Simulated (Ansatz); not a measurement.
A relaxation, step by step

CH9NSi, closed shell, PBE0-D4/def2-TZVP (Ansatz 0.2.0). Settings:

```yaml
hamiltonian: {xc: pbe0, dispersion: d4}
relax: {f_tol: 0.005, max_steps: 200}
```

Start, a step off a saddle point along its unstable mode:

```
atom    x (Å)    y (Å)    z (Å)
 Si1   0.0698   0.7462   1.1909
  N2   0.4953   0.0377  -0.5603
  C3  -0.3416  -1.0885  -1.0092
  H4   0.9624   1.8082   1.6701
  H5  -1.3139   0.5319   1.6926
  H6   0.7564  -0.4947   1.8564
  H7   0.1529   0.8129  -0.8244
  H8  -0.5838   1.8780   0.0298
  H9   1.4938  -0.1577  -0.6949
 H10  -0.0790  -1.3789  -2.0263
 H11  -1.3745  -0.7468  -0.9819
 H12  -0.2376  -1.9484  -0.3429
```

| step | energy less the last (meV) | largest force component (eV/Å) |
| --- | --- | --- |
| 1 | 2069.8 | 8.672 |
| 2 | 1266.3 | 1.153 |
| 3 | 1113.9 | 0.682 |
| 4 | 963.1 | 1.097 |
| 5 | 869.3 | 1.137 |
| 6 | 730.8 | 1.234 |
| 7 | 567.0 | 1.248 |
| 8 | 376.9 | 1.287 |
| 9 | 168.5 | 0.826 |
| 10 | 83.8 | 0.178 |
| 11 | 49.8 | 0.068 |
| 12 | 32.6 | 0.319 |
| 13 | 5.6 | 0.111 |
| 14 | 1.6 | 0.036 |
| 15 | 0.6 | 0.047 |
| 16 | 0.0 | 0.018 |
| 17 | 0.0 | 0.005 |

Step 13, positions (Å) and forces (eV/Å):

```
atom       x       y       z      Fx      Fy      Fz
 Si1  -0.302   0.902   1.657   0.002   0.084   0.111
  N2   0.742   0.012  -0.889   0.023   0.017   0.013
  C3  -0.187  -1.043  -1.251  -0.008   0.004  -0.007
  H4   0.910   1.749   1.498  -0.049  -0.050  -0.014
  H5  -0.927   1.293   2.965   0.046  -0.017  -0.080
  H6   0.025  -0.541   1.771  -0.008   0.013  -0.016
  H7   0.735   0.761  -1.570  -0.006  -0.022   0.010
  H8  -1.323   1.175   0.615   0.018  -0.019   0.006
  H9   1.692  -0.335  -0.833  -0.027   0.004  -0.005
 H10  -0.004  -1.515  -2.226   0.011   0.021   0.035
 H11  -1.201  -0.637  -1.254   0.003  -0.022  -0.022
 H12  -0.158  -1.820  -0.483  -0.004  -0.014  -0.031
```

Last step (17):

```
atom    x (Å)    y (Å)    z (Å)
 Si1  -0.2930   0.9258   1.6855
  N2   0.6890   0.0002  -0.8495
  C3  -0.1793  -1.0715  -1.3063
  H4   0.9277   1.7301   1.4363
  H5  -0.8383   1.3791   3.0034
  H6   0.0004  -0.5212   1.8305
  H7   0.6939   0.7705  -1.5059
  H8  -1.3557   1.1833   0.6829
  H9   1.6451  -0.3189  -0.7576
 H10   0.0920  -1.5031  -2.2785
 H11  -1.2040  -0.6997  -1.3744
 H12  -0.1778  -1.8747  -0.5663
```

The run took about 30 s on 4 CPU threads of an Arm Neoverse V1 (shared host).
